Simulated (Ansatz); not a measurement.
# BFH4Si, SMILES FB[SiH3]: a composite energy at a relaxed geometry

Computed with Ansatz's Python interface.

Run as a notebook:

**Cell 1**
```python
import itertools

import ansatz as az
from ase.data import atomic_numbers, covalent_radii
import numpy as np
```

**Cell 2**
```python
BASIS = "def2-SVP"
XC = "PBE0"
```

**Cell 3**
```python
mol = (
    az.Crystal.molecule()
    .atom("F", [-1.0196, -1.5379, 1.2651])
    .atom("B", [-0.2123, -1.1101, 0.1578])
    .atom("Si", [0.1356, 0.7694, -0.177])
    .atom("H", [0.3388, -1.9223, -0.5441])
    .atom("H", [1.0627, 0.8879, -1.3426])
    .atom("H", [0.8189, 1.3619, 1.0206])
    .atom("H", [-1.0629, 1.483, -0.4255])
)
```

**Cell 4**
```python
job = mol.calculation().basis(gaussian=BASIS).functional(XC)
symbols = [site.symbol for site in mol.cartesian_sites]
start = np.array([site.position_ang for site in mol.cartesian_sites], dtype=float)
report = job.relax(force_tolerance=0.01, max_steps=100).run().report
end = np.array(report["positions_ang"])
# pairs closer than 1.2 times the sum of covalent radii, before or after
radius = [covalent_radii[atomic_numbers[s]] for s in symbols]
span = lambda where, i, j: np.linalg.norm(where[i] - where[j])
bonded = [(i, j) for i, j in itertools.combinations(range(len(symbols)), 2) if min(span(start, i, j), span(end, i, j)) < 1.2 * (radius[i] + radius[j])]
print("pair        before    after (A)")
for i, j in bonded:
    print(f"{symbols[i]}{i}-{symbols[j]}{j}".ljust(10), f"{span(start, i, j):8.4f} {span(end, i, j):8.4f}")

minimum = az.Crystal.molecule()
for symbol, place in zip(symbols, end):
    minimum = minimum.atom(symbol, place.tolist())
at_minimum = minimum.calculation()
# MP2 extrapolated to the basis limit, plus the small-basis difference CCSD(T) - MP2
level = lambda method, basis: at_minimum.basis(gaussian=basis).correlation(method).run().report
small, large, cluster = level("mp2", "cc-pVDZ"), level("mp2", "cc-pVTZ"), level("ccsd_t", "cc-pVDZ")
corr = lambda each: (each["free_energy_ev"] - each["reference_energy_ev"]) / 27.211386246
mp2_limit = (27 * corr(large) - 8 * corr(small)) / 19
pieces = {"HF / cc-pVTZ": large["reference_energy_ev"] / 27.211386246, "MP2 correlation, DZ-TZ limit": mp2_limit, "CCSD(T) - MP2 / cc-pVDZ": corr(cluster) - corr(small)}
for name, value in pieces.items():
    print(f"{name:32s} {value:14.6f} Ha")
print(f"{'sum':32s} {sum(pieces.values()):14.6f} Ha")
print("T1 diagnostic", round(cluster["correlation"]["coupled_cluster"]["t1_diagnostic"], 4))
```
Output:
```text
pair        before    after (A)
F0-B1        1.4356   1.3210
B1-Si2       1.9405   2.0381
B1-H3        1.2067   1.2155
Si2-H4       1.4940   1.4986
Si2-H5       1.5007   1.4987
Si2-H6       1.4168   1.4951
HF / cc-pVTZ                        -415.472581 Ha
MP2 correlation, DZ-TZ limit          -0.521710 Ha
CCSD(T) - MP2 / cc-pVDZ               -0.048771 Ha
sum                                 -416.043062 Ha
T1 diagnostic 0.0152
```

What to keep in mind:
- Total energies depend on the basis set; only differences at equal settings carry meaning.
- The sum leaves out core correlation, relativity, the Hartree-Fock basis error and zero-point energy; a DZ-TZ extrapolation is rough.
- Inner cores stay frozen, so this is valence correlation.
- For Al to Cl the sets with a tight d function, cc-pV(X+d)Z, are usual.
- An extrapolation from small basis sets is rough.
- It ran for 46 s on 1 thread of Arm Neoverse V2, on a shared host, peak memory 0.3 GiB.
